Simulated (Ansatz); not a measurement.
Geometry optimisation, Ansatz 0.2.0, RKS PBE-D4/def2-SVP.

Input:

```yaml
crystal:
  periodic: [false, false, false]
  atoms:
    - { symbol: B, position_ang: [0.423279, 0.029165, 0.052339] }
    - { symbol: "N", position_ang: [0.70425, -0.012192, 1.48626] }
    - { symbol: H, position_ang: [-0.021331, -0.12805, 2.195553] }
    - { symbol: H, position_ang: [1.661225, 0.05526, 1.835858] }
    - { symbol: H, position_ang: [1.355226, 0.160777, -0.683652] }
    - { symbol: Cl, position_ang: [-1.239748, -0.104961, -0.533759] }
basis:
  gaussian: { orbitals: def2-SVP }
hamiltonian:
  xc: pbe
  dispersion: d4
relax:
  f_tol: 0.03
  max_steps: 50
```

Launched with:

```bash
$ ansatz run input.yaml --threads 1 --pin off --max-ram 2048MiB --backend cpu --events-out ev --progress --plain --runs-dir out
```

Where does it end, and by what steps?

The run converged. After 5 steps the energy has fallen by 0.093 eV; B1 moved furthest, 0.05 Å.

| step | energy less start (eV) | largest force component (eV/Å) | accepted |
| --- | --- | --- | --- |
| 0 | 0.0000 | 2.626 | yes |
| 1 | -0.0777 | 1.100 | yes |
| 2 | -0.0890 | 0.223 | yes |
| 3 | -0.0901 | 0.177 | yes |
| 4 | -0.0924 | 0.058 | yes |
| 5 | -0.0925 | 0.004 | yes |

```xyz
6
Properties=species:S:1:pos:R:3
B 0.446 0.030 0.092
N 0.701 -0.017 1.463
H -0.031 -0.126 2.166
H 1.645 0.056 1.843
H 1.348 0.161 -0.708
Cl -1.226 -0.105 -0.503
```

The run took 9 s on 1 thread of Arm Neoverse V1, on a shared host, peak memory 0.12 GiB.
